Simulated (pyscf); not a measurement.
Single points on ωB97X-D3(BJ)/def2-SVP structures (PySCF, gas phase). Correlated levels are frozen-core, on RHF or UHF. ΔMP2 is the change of the MP2 total energy from the triple- to the quadruple-zeta basis.

**Question.** Estimate the classical barrier height and the reaction energy of acetylene (HC≡CH) + Br atom (Br•) → •HC=CH–Br at CCSD(T)/def2-TZVPP + ΔMP2(QZVPP). The step runs on the doublet surface, breaks none and forms Br–C; take the separated reactants as zero.

**Answer.** ΔE‡ = -4.5 kJ/mol, ΔE = -35.7 kJ/mol. Zero-point energy shifts the barrier by -1.4 kJ/mol. It is an addition, with an imaginary mode of 326i cm⁻¹. On the reactant side the descent ends in what is likely a three-electron adduct, which functionals tend to overbind, 24.8 kJ/mol under the separated species and 6.2 kJ/mol under the saddle at ωB97X-D3(BJ)/def2-TZVP. At CCSD(T) the saddle lies under the separated reactants, which points to a path from their complex (located at ωB97X-D3(BJ) alone). At ωB97X-D3(BJ) the barrier from the zero used here is -18.6 kJ/mol. One saddle was located; it need not be the lowest between these sides. The CCSD(T) − MP2 part came from Ansatz, without density fitting, on the same reference. A UHF reference is spin-contaminated (<S²> up to 0.99), which harms MP2 most. The frozen core leaves the outer d or s,p core shells of the metals and heavy elements correlated in the MP2 and CC values, and def2-TZVPP describes them poorly, which can shift differences by a few kcal/mol. Left out: the spin-orbit lowering of Br, which is large for Br, Se, Te and I. Elements up to Kr have no core potential and no relativistic terms here.
